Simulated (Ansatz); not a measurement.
```yaml
crystal:
  periodic: [false, false, false]
  atoms:
    - {symbol: C, position_ang: [-1.200271, -0.231073, 0.827656]}
    - {symbol: C, position_ang: [0.188921, -0.325157, 0.291597]}
    - {symbol: F, position_ang: [0.940044, -1.233605, 1.001302]}
    - {symbol: C, position_ang: [0.937077, 0.853122, -0.215023]}
    - {symbol: C, position_ang: [0.498792, -0.246581, -1.158411]}
    - {symbol: H, position_ang: [-1.186744, 0.088712, 1.872149]}
    - {symbol: H, position_ang: [-1.778990, 0.493395, 0.252553]}
    - {symbol: H, position_ang: [-1.700898, -1.200083, 0.765998]}
    - {symbol: H, position_ang: [0.429223, 1.809115, -0.252051]}
    - {symbol: H, position_ang: [1.991579, 0.899840, 0.024848]}
    - {symbol: H, position_ang: [-0.312269, -0.052756, -1.849640]}
    - {symbol: H, position_ang: [1.270537, -0.910127, -1.526977]}
basis:
  gaussian: {orbitals: pcseg-2, fitting: {mean_field: cc-pVTZ-jkfit}, final_grid: {core_spheres: 5, valence_spheres: 4, degree: 11}}
hamiltonian: {xc: {name: B3LYP5}}
```

```sh
$ ansatz run in.yaml --threads 4 --pin off --events-out ev --progress --plain --max-ram 10444MiB
```

Output, abridged:

```
Functional definition: B3LYP5
605 factors; integrals over basis functions are off by at most 7.8e-1 eV
mean field evaluation 1: about -6965.7475 eV, gradient 7.1e1 eV
mean field evaluation 2: about -6958.9823 eV, gradient 8.5e1 eV
mean field evaluation 4: about -6977.2371 eV, gradient 5.7e0 eV
mean field evaluation 8: about -6977.3721 eV, gradient 1.1e-1 eV
mean field evaluation 16: about -6977.3723 eV, gradient 2.0e-4 eV
mean field -6977.37226584 eV, -256.4137013370 hartree, gradient 1.4e-5 eV, S^2 0.000000; 0 other end points of the search recorded, 0 dependent functions left out
reference -6977.37256214 eV, -256.4137122258 hartree; 20, 20 occupied and 228, 228 virtual orbitals, 605 factors
Total energy: -6977.37256214 eV, -256.4137122258 hartree
```

It took 0.75 s on 4 threads of an AMD EPYC 9R45 on a shared host, with 0.44 GiB of host memory at the peak.
